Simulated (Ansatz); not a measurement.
# BH₂− (singlet): the correlation ladder at angle H2–B1–H3 = 102.0°, 6-31++G**

How much of the correlation energy of BH₂− (singlet) does each wave-function method recover here?

Method: 6-31++G**, core rule «outside noble gas», up to 1 orbitals frozen; program: Ansatz 0.2.0, Gaussian basis.

The runs, in order: UHF; CCSD(T) on RHF; CCSD(T) on UHF; BCCD(T) on RHF; CISD; CCSDT(Q) on RHF; CCSDT(Q) on UHF; CCSDTQ on RHF; CASSCF and MRCISD+Q, 2 electrons in 2 orbitals; CASSCF and NEVPT2, 2 electrons in 2 orbitals; CASSCF and MRCISD+Q, 6 electrons in 6 orbitals; CASSCF and MRCISD+Q(relaxed), 6 electrons in 6 orbitals; CASSCF and NEVPT2, 6 electrons in 6 orbitals; Full CI.

7 further runs of the same task are left out: 5 that didn't finish, 2 set aside as unsound or not needed.

### Step 1. The system

The geometry derives from a PBE0/def2-TZVPD stationary point (not a proven minimum). One angle is set to the value named; bond lengths are kept.

3 atoms, charge -1, spin multiplicity 1.

Atoms are counted from 1 here; the program's logs count them from 0.

Bond lengths: B1–H2 1.247 Å, B1–H3 1.247 Å. Angles: H2–B1–H3 102.0°.

### Step 2. UHF

File in.yaml:

```yaml
crystal:
  periodic: [false, false, false]
  atoms:
    - {symbol: B, position_ang: [0.000000, -0.123368, 0.000000]}
    - {symbol: H, position_ang: [0.000000, 0.661614, -0.969076]}
    - {symbol: H, position_ang: [0.000000, 0.661614, 0.969076]}
basis:
  gaussian: {orbitals: "6-31++G**"}
total_charge: -1
magnetization: {spin_polarized: true, initial_magnetization: 0}
hamiltonian: {xc: hf}
output: {orbitals: {seedname: orbitals}}
```

Launch:

```sh
$ ansatz run in.yaml --threads 1 --pin off --events-out ev --progress --plain --max-ram 2393MiB
```

The runs that follow: CCSD(T) on RHF; CCSD(T) on UHF; BCCD(T) on RHF; CISD; CCSDT(Q) on RHF; CCSDT(Q) on UHF; CCSDTQ on RHF; CASSCF and MRCISD+Q, 2 electrons in 2 orbitals; CASSCF and NEVPT2, 2 electrons in 2 orbitals; CASSCF and MRCISD+Q, 6 electrons in 6 orbitals; CASSCF and MRCISD+Q(relaxed), 6 electrons in 6 orbitals; CASSCF and NEVPT2, 6 electrons in 6 orbitals; Full CI.

Q: Predict the results of all the runs planned. Wanted: FCI below the RHF energy; RMP2 from FCI; UMP2 from FCI; RCCSD from FCI; RCCSD(T) from FCI; UCCSD(T) from FCI; RCCSDT(Q) from FCI; UCCSDT(Q) from FCI; NEVPT2 pair from FCI.

The runs gave:

| quantity | value |
| --- | --- |
| FCI below the RHF energy | -3.3109 eV |
| RMP2 from FCI | +16.82 kcal/mol |
| UMP2 from FCI | +16.64 kcal/mol |
| RCCSD from FCI | +2.62 kcal/mol |
| RCCSD(T) from FCI | +0.55 kcal/mol |
| UCCSD(T) from FCI | +0.88 kcal/mol |
| RCCSDT(Q) from FCI | +0.02 kcal/mol |
| UCCSDT(Q) from FCI | 0.00 kcal/mol |
| NEVPT2 pair from FCI | +15.63 kcal/mol |
| NEVPT2 valence from FCI | +15.40 kcal/mol |
| MRCISD+Q valence from FCI | +0.05 kcal/mol |
| levels within 1 kcal/mol (43 meV) | RCCSD(T), UCCSD(T), BCCD(T), RCCSDT, UCCSDT, RCCSDT(Q), UCCSDT(Q), RCCSDTQ, MRCISD+Q valence, MRCISD+Q(relaxed) valence |
| T1 diagnostic | 0.013 |
| effectively unpaired electrons | 0.11 |

What this shows: RCCSD(T) lands +0.55 kcal/mol from the yardstick (0.7 % of the correlation energy). MRCISD+Q(relaxed) valence falls below full CI: the +Q correction isn't variational, and the cores differ from full CI's. One determinant dominates. Of the multireference levels listed MRCISD+Q valence comes nearest in total energy (+0.05 kcal/mol), which doesn't show that its space is the better one. These misses are within one basis, not against nature.
